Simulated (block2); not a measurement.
# AlH2Cl (SMILES [H][Al]([H])[Cl]): a chain of runs, part 3 of 3

block2 0.5.4. The steps go on from the part before.

### 4 The distorted shape: a single-point energy at DMRG/ANO-RCC-MB (start occupation bias 0.2) (run 14)

mol.xyz reads:

```xyz
4
AlClH2
Al     1.292356     2.155082    -0.014920
H      2.829596     2.181652     0.000590
H      0.591486     3.523592    -0.032220
Cl    -0.985710    -1.643880     0.008400
```

run_dmrg.py reads:

```python
import numpy as np
from pyscf import gto, scf
from pyblock2._pyscf.ao2mo import integrals as itg
from pyblock2.driver.core import DMRGDriver, SymmetryTypes

geom = "mol.xyz"
mol = gto.M(
    atom=geom,
    basis="ano-rcc-mb",
    verbose=4,
)
print("nao                     : %d" % (mol.nao))
mf = scf.RHF(mol)
mf.conv_tol = 1e-10
mf.max_cycle = 200
mf.kernel()
if not mf.converged:
    mf = mf.newton().run(mf.mo_coeff, mf.mo_occ)
print("E(HF)                   : %.10f" % (mf.e_tot))
ncas, n_elec, spin, ecore, h1e, g2e, orb_sym = itg.get_rhf_integrals(mf, ncore=10, ncas=10, pg_symm=False, g2e_symm=1)
drv = DMRGDriver(scratch="./tmp", symm_type=SymmetryTypes.SU2, stack_mem=1500 << 20, n_threads=1)
idx = drv.orbital_reordering(h1e, g2e, method="fiedler")
print("orbital order:", idx.tolist())
h1e = h1e[np.ix_(idx, idx)]
g2e = g2e[np.ix_(idx, idx, idx, idx)]
orb_sym = np.array(orb_sym)[idx]
drv.initialize_system(n_sites=ncas, n_elec=n_elec, spin=spin, orb_sym=orb_sym)
mpo = drv.get_qc_mpo(h1e=h1e, g2e=g2e, ecore=ecore, iprint=0)
occs = np.array([1.8] * 6 + [0.2] * 4)[idx]
mps = drv.get_random_mps(tag="GS", bond_dim=50, nroots=1, occs=occs)
bond_dims = [50] * 3 + [100] * 4
noises = [0.0001] * 3 + [1e-05] * 4 + [0]
thrds = [1e-08] * 7
e = drv.dmrg(mpo, mps, n_sweeps=13, tol=1e-06, bond_dims=bond_dims, noises=noises, thrds=thrds, iprint=1)
ms, dws, es = drv.get_dmrg_results()
print("max discarded weight    : %.3e" % (dws[-1]))
print("total energy            : %.10f" % (e))
dm1 = drv.get_1pdm(mps)
print("NOONs                   :", np.round(np.linalg.eigvalsh(dm1)[::-1], 5).tolist())
c_act = mf.mo_coeff[:, 10:20][:, idx]
dm_ao = c_act @ dm1 @ c_act.T + 2 * mf.mo_coeff[:, :10] @ mf.mo_coeff[:, :10].T
print("dipole / D              :", np.round(scf.hf.dip_moment(mol, dm_ao, verbose=0), 4).tolist())
print(f"max block entropy       : {max(drv.get_bipartite_entanglement(mps)):.4f}")
csf, coef = drv.get_csf_coefficients(mps, cutoff=0.08, iprint=1)
print("c0^2                    : %.4f" % (np.max(np.abs(coef)) ** 2))
```

The run is started by

```
$ python run_dmrg.py
```

The program printed:

```text
[INPUT] verbose = 4
[INPUT] num. atoms = 4
[INPUT] num. electrons = 32
[INPUT] charge = 0
[INPUT] spin (= nelec alpha-beta = 2S) = 0
[INPUT] symmetry False subgroup None
[INPUT] Mole.unit = angstrom
[INPUT] Symbol           X                Y                Z      unit          X                Y                Z       unit  Magmom
[INPUT]  1 Al     1.292356000000   2.155082000000  -0.014920000000 AA    2.442198895438   4.072514755980  -0.028194713779 Bohr   0.0
[INPUT]  2 H      2.829596000000   2.181652000000   0.000590000000 AA    5.347161483165   4.122724779110   0.001114938413 Bohr   0.0
[INPUT]  3 H      0.591486000000   3.523592000000  -0.032220000000 AA    1.117746546514   6.658623854708  -0.060886975733 Bohr   0.0
[INPUT]  4 Cl    -0.985710000000  -1.643880000000   0.008400000000 AA   -1.862721938245  -3.106482981650   0.015873699446 Bohr   0.0

nuclear repulsion = 38.8818794967293
number of shells = 6
number of NR pGTOs = 122
number of NR cGTOs = 20
basis = ano-rcc-mb
ecp = {}
CPU time:         0.44
nao                     : 20

******** <class 'pyscf.scf.hf.RHF'> ********
method = RHF
initial guess = minao
damping factor = 0
level_shift factor = 0
DIIS = <class 'pyscf.scf.diis.CDIIS'>
diis_start_cycle = 1
diis_space = 8
diis_damp = 0
SCF conv_tol = 1e-10
SCF conv_tol_grad = None
SCF max_cycles = 200
direct_scf = True
direct_scf_tol = 1e-13
chkfile to save SCF result = tmpp6r9liv8
max_memory 1800 MB (current use 114 MB)
Set gradient conv threshold to 1e-05
Initial guess from minao.
init E= -701.574460346846
  HOMO = -0.32818329475483  LUMO = -0.0756230427321166  gap/eV = 6.87251
cycle= 1 E= -701.851449862489  delta_E= -0.277  |g|= 0.0957  |ddm|= 1.92
  HOMO = -0.177475028666558  LUMO = -0.147654398613266  gap/eV = 0.81146
cycle= 2 E= -701.895654601364  delta_E= -0.0442  |g|= 0.0928  |ddm|= 1.57
  HOMO = -0.256974718321649  LUMO = -0.125809666801208  gap/eV = 3.56918
cycle= 3 E= -701.905786350529  delta_E= -0.0101  |g|= 0.0248  |ddm|= 0.437
  HOMO = -0.302131673164089  LUMO = -0.102184157099248  gap/eV = 5.44085
cycle= 4 E= -701.906757915285  delta_E= -0.000972  |g|= 0.00394  |ddm|= 0.123
  HOMO = -0.291079553420838  LUMO = -0.109740068251177  gap/eV = 4.93450
cycle= 5 E= -701.906786264414  delta_E= -2.83e-05  |g|= 0.00104  |ddm|= 0.0182
  HOMO = -0.288935759517948  LUMO = -0.110719784099826  gap/eV = 4.84950
cycle= 6 E= -701.906788745817  delta_E= -2.48e-06  |g|= 0.000181  |ddm|= 0.00678
  HOMO = -0.289612434306755  LUMO = -0.11037885092364  gap/eV = 4.87719
cycle= 7 E= -701.906788786332  delta_E= -4.05e-08  |g|= 2.12e-05  |ddm|= 0.000758
  HOMO = -0.289623859911605  LUMO = -0.110377214095628  gap/eV = 4.87755
cycle= 8 E= -701.906788787495  delta_E= -1.16e-09  |g|= 6.12e-06  |ddm|= 0.000153
  HOMO = -0.289621000750538  LUMO = -0.110378105150497  gap/eV = 4.87745
cycle= 9 E= -701.906788787694  delta_E= -1.98e-10  |g|= 4.83e-06  |ddm|= 5.4e-05
  HOMO = -0.289621119567787  LUMO = -0.1103780774606  gap/eV = 4.87745
cycle= 10 E= -701.906788788049  delta_E= -3.56e-10  |g|= 1.46e-06  |ddm|= 0.000176
  HOMO = -0.289621480442021  LUMO = -0.110377952148052  gap/eV = 4.87746
cycle= 11 E= -701.906788788075  delta_E= -2.54e-11  |g|= 5.59e-07  |ddm|= 4.85e-05
  HOMO = -0.289621446974789  LUMO = -0.110377945216337  gap/eV = 4.87746
Extra cycle  E= -701.906788788075  delta_E= -4.55e-13  |g|= 3.62e-07  |ddm|= 3.2e-06
converged SCF energy = -701.906788788075
E(HF)                   : -701.9067887881
orbital order: [7, 8, 2, 1, 9, 6, 5, 0, 3, 4]

Sweep =    0 | Direction =  forward | Bond dimension =   50 | Noise =  1.00e-04 | Dav threshold =  1.00e-08
Time elapsed =      0.111 | E =    -702.0112138720 | DW = 3.46663e-08

Sweep =    1 | Direction = backward | Bond dimension =   50 | Noise =  1.00e-04 | Dav threshold =  1.00e-08
Time elapsed =      0.269 | E =    -702.0172640822 | DE = -6.05e-03 | DW = 1.02858e-06

Sweep =    2 | Direction =  forward | Bond dimension =   50 | Noise =  1.00e-04 | Dav threshold =  1.00e-08
Time elapsed =      0.415 | E =    -702.0186020136 | DE = -1.34e-03 | DW = 2.04345e-06

Sweep =    3 | Direction = backward | Bond dimension =  100 | Noise =  1.00e-05 | Dav threshold =  1.00e-08
Time elapsed =      0.635 | E =    -702.0186024459 | DE = -4.32e-07 | DW = 1.97281e-08

Sweep =    4 | Direction =  forward | Bond dimension =  100 | Noise =  1.00e-05 | Dav threshold =  1.00e-08
Time elapsed =      0.895 | E =    -702.0186024470 | DE = -1.12e-09 | DW = 6.96191e-09

Sweep =    5 | Direction = backward | Bond dimension =  100 | Noise =  1.00e-05 | Dav threshold =  1.00e-08
Time elapsed =      1.172 | E =    -702.0186024523 | DE = -5.26e-09 | DW = 1.97215e-08

Sweep =    6 | Direction =  forward | Bond dimension =  100 | Noise =  1.00e-05 | Dav threshold =  1.00e-08
Time elapsed =      1.438 | E =    -702.0186024522 | DE = 7.40e-11 | DW = 7.01741e-09

Sweep =    7 | Direction = backward | Bond dimension =  100 | Noise =  0.00e+00 | Dav threshold =  1.00e-07
Time elapsed =      1.638 | E =    -702.0186024405 | DE = 1.17e-08 | DW = 6.98389e-19

max discarded weight    : 6.984e-19
total energy            : -702.0186024405
NOONs                   : [1.99996, 1.99994, 1.99937, 1.97331, 1.96249, 1.31295, 0.68718, 0.03026, 0.02386, 0.01069]
dipole / D              : [-0.1208, -0.2016, -0.0032]
max block entropy       : 1.0014
DTRIE T =      0.001
Number of CSF =          3 (cutoff =      0.08)
Sum of weights of included CSF =    0.961620097744781

CSF          0 0022002222  =   -0.730241933555122
CSF          1 0022020222  =    0.506143659432548
CSF          2 00220+-222  =    0.414952301160852
c0^2                    : 0.5333
```

Run time: 3.3 s. Hardware: 1 thread of AMD EPYC 9R45 (Zen 5), shared host; peak memory 0.28 GiB.

### 5 All runs side by side

```csv
run,bond dimension,sweep tol,partner,energy (Eh),dipole moment (D),wall time
2,10,1e-07,base,-702.093486,1.36,1.9 s
3,20,1e-07,base,-702.104556,1.32,2.1 s
4,35,1e-07,base,-702.104695,1.32,2.6 s
5,50,1e-07,base,-702.104697,1.32,2.6 s
6,75,1e-07,base,-702.104698,1.32,3.3 s
7,100,1e-07,base,-702.104698,1.32,3.6 s
9,10,1e-06,Al1–Cl4 4.43 Å,-702.017793,0.27,1.8 s
10,20,1e-06,Al1–Cl4 4.43 Å,-702.018578,0.24,1.8 s
11,35,1e-06,Al1–Cl4 4.43 Å,-702.018593,0.24,2.1 s
12,50,1e-06,Al1–Cl4 4.43 Å,-702.018602,0.24,2.2 s
13,75,1e-06,Al1–Cl4 4.43 Å,-702.018602,0.24,2.7 s
14,100,1e-06,Al1–Cl4 4.43 Å,-702.018602,0.24,3.3 s
```

Convergence of the total energy of singlet AlH2Cl with the bond dimension, against the last point:

```csv
bond dimension,from the last (mEh),wall time
10,+11.211,1.9 s
20,+0.141,2.1 s
35,+0.002,2.6 s
50,+0.000,2.6 s
75,+0.000,3.3 s
100,+0.000,3.6 s
```

Convergence of the dipole moment (of the density that the program reports) of singlet AlH2Cl with the bond dimension, against the last point:

```csv
bond dimension,from the last (D),wall time
10,+0.0423,1.9 s
20,+0.0013,2.1 s
35,+0.0003,2.6 s
50,+0.0001,2.6 s
75,+0.0000,3.3 s
100,+0.0000,3.6 s
```

### 6 Summary of results

What follows sums up all 3 parts.

```
                                                                                       quantity          value
                                                          distorted shape, run 14: total energy  -702.01860 Eh
               distorted shape, run 14: dipole moment (of the density that the program reports)         0.24 D
 energy change with the Al1–Cl4 bond stretched from 2.014 to 4.430 Å (run 2, bond dimension 10)       2.060 eV
 energy change with the Al1–Cl4 bond stretched from 2.014 to 4.430 Å (run 3, bond dimension 20)       2.340 eV
 energy change with the Al1–Cl4 bond stretched from 2.014 to 4.430 Å (run 4, bond dimension 35)       2.343 eV
 energy change with the Al1–Cl4 bond stretched from 2.014 to 4.430 Å (run 5, bond dimension 50)       2.343 eV
 energy change with the Al1–Cl4 bond stretched from 2.014 to 4.430 Å (run 6, bond dimension 75)       2.343 eV
energy change with the Al1–Cl4 bond stretched from 2.014 to 4.430 Å (run 7, bond dimension 100)       2.343 eV
```

**Reading.** For the total energy of singlet AlH2Cl to stay within 10 mEh of the last point, 20 is the first point of the series from which all later ones do (2.1 s against 3.6 s). For the total energy of singlet AlH2Cl to stay within 2 mEh of the last point, 20 is the first point of the series from which all later ones do (2.1 s against 3.6 s). For the dipole moment (of the density that the program reports) of singlet AlH2Cl to stay within 0.02 D of the last point, 20 is the first point of the series from which all later ones do (2.1 s against 3.6 s). For the dipole moment (of the density that the program reports) of singlet AlH2Cl to stay within 0.005 D of the last point, 20 is the first point of the series from which all later ones do (2.1 s against 3.6 s). In runs 2, 3, 4, 5, 6, 7, 9, 10 and more the basis is minimal, so the values are rough. In runs 2, 3, 4, 5, 6, 7, 9, 10 and more relativity is left out where basis or elements ask for it. All runs together took 30 s, the longest 3.6 s.
